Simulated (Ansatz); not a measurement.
**Aluminium, fcc: convergence with Fermi-Dirac smearing**

Computed with Ansatz, PBE, scalar-relativistic PAW, on the relaxed cell (a = 4.040 Å; spin not included). Errors count from a run at 420 eV on a Γ-centred 22×22×22 mesh with Fermi-Dirac smearing of 0.1 eV, extrapolated to zero width. Fixed here: cutoff 420 eV, mesh 13×13×13. The SCF starts from atomic densities corrected by a trained network.

```tsv
width (eV)	E(σ→0) error (meV/atom)	F error (meV/atom)	P (GPa)	SCF iterations
0.03	5.3	4.5	0.00	6
0.1	5.1	-2.1	-0.01	6
0.2	4.5	-23.3	0.20	6
0.3	3.4	-57.4	0.47	6
0.6	1.6	-237.1	1.71	6
1.0	2.2	-661.7	4.62	6
```

Problem. What does the run at 0.01 give (width)?

Solution. E(σ→0) error (meV/atom): 5.4; F error (meV/atom): 5.3; P (GPa): 0.08; SCF iterations: 6.
